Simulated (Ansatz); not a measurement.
# What a trial cell of HfO₃ relaxes into

All numbers below come from DFT PBE, scalar-relativistic, plane waves, PAW (Ansatz 0.2.0). Cutoff 420 eV, Γ-centred k mesh, Gaussian smearing, no spin polarisation in the final step.

HfO₃ was placed on the Ni3Sn (D0_19) structure type (P6_3/mmc, No. 194), with Hf in place of Sn, O in place of Ni, at a guessed volume.

```yaml
crystal:
  lattice:
    - [4.97551, 0.00000, 0.00000]
    - [-2.48776, 4.30892, 0.00000]
    - [0.00000, 0.00000, 3.99362]
  atoms:
    - { symbol: Hf, position: [0.33333, 0.66667, 0.25000] }
    - { symbol: Hf, position: [0.66667, 0.33333, 0.75000] }
    - { symbol: O, position: [0.83300, 0.66600, 0.25000] }
    - { symbol: O, position: [0.16700, 0.83300, 0.75000] }
    - { symbol: O, position: [0.33400, 0.16700, 0.25000] }
    - { symbol: O, position: [0.16700, 0.33400, 0.75000] }
    - { symbol: O, position: [0.83300, 0.16700, 0.25000] }
    - { symbol: O, position: [0.66600, 0.83300, 0.75000] }
```

Cell and atoms relax at zero pressure; the relaxation can't lower the symmetry of the start. After a coarse first stage the cell is made exact in the group found at 0.06 Å.

The zero of energy is the elements' standard structures at the same level (O₂ as a molecule); no fitted shifts are applied.

Task: Describe the relaxed structure.

Result: It keeps P6_3/mmc (No. 194). The result has the Ni3Sn (D0_19) structure. Conventional cell: a = 4.514 Å, c = 4.226 Å. Hf is coordinated by 6 O at 2.26 Å and 6 O at 2.45 Å; O is coordinated by 2 O at 2.13 Å, 2 Hf at 2.26 Å, 2 O at 2.38 Å, 2 Hf at 2.45 Å and 4 O at 2.52 Å.

```xyz
8
Lattice="4.5137 0.0000 0.0000 -2.2569 3.9090 0.0000 0.0000 0.0000 4.2263" Properties=species:S:1:pos:R:3 pbc="T T T"
Hf    0.0000    2.6060    1.0566
Hf    2.2569    1.3030    3.1697
O     2.2569    2.5353    1.0566
O    -1.0672    3.2222    3.1697
O     1.1896    0.6868    1.0566
O     0.0000    1.3737    3.1697
O     3.3241    0.6868    1.0566
O     1.0672    3.2222    3.1697
```

Task: What are its volume, energy, density and gap?

Result: The volume per atom is 9.32 Å³, the density is 10.09 g/cm³ and the energy over the elements is -1.61 eV/atom. The gap on the 12×12×10 mesh is 0 eV (a metal).

The final run used a 12×12×10 mesh on its 8-atom cell and 0.10 eV smearing. The k mesh leaves about 4 meV/atom of noise in metals. Spin–orbit coupling is left out. Symmetry constrained the relaxation, so the result can be a saddle point. The steps took about 3 core-minutes in all.